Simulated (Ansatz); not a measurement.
Ideal-gas functions of `[SiH2]S` radical at 400 K and 1 bar, from an Ansatz frequency run at PBE0-D4/def2-TZVP.

Molar mass 63.18 g/mol, point group C1 (symmetry number 1), electronic degeneracy 2, moments of inertia 5.665, 75.599, 79.171 u Å². Harmonic wavenumbers (cm⁻¹, unscaled): 243, 517, 549, 669, 810, 903, 2171, 2221, 2710.

Use S(trans) = R[1.5 ln M + 2.5 ln T − 1.1517]; rotational temperatures θ = 24.2544 K / I; S(rot) = R[ln(√π/σ · √(T³/θAθBθC)) + 1.5]; for each mode x = 1.438777 ν̃/T, S = R[x/(eˣ − 1) − ln(1 − e⁻ˣ)] and H = RT x/(eˣ − 1); 1 cm⁻¹ = 0.0119627 kJ/mol; R = 8.31446 J/(mol·K).

Q: By hand: the entropy, in J/(mol·K).

A: Translation 166.7. Rotation: θ = 4.2814, 0.3208, 0.3064 K, giving 95.6. Vibration, mode by mode: 9.69, 4.26, 3.89, 2.77, 1.85, 1.42, 0.03, 0.03, 0.01, in all 23.9. Electronic 5.8. Sum 292.0 J/(mol·K).

Q: By hand: H − E and G − E in kJ/mol, counted from the electronic energy.

A: Zero-point energy ½ × 10793 × 0.0119627 = 64.6; thermal vibration 6.1; translation, rotation and pV give 4 RT = 13.3. H − E = 84.0 kJ/mol, and G − E = 84.0 − 400 × 292.0/1000 = -32.8 kJ/mol.

Vibration gives 8 % of the entropy. The sum counts one conformer and one mirror image; others add a mixing term.
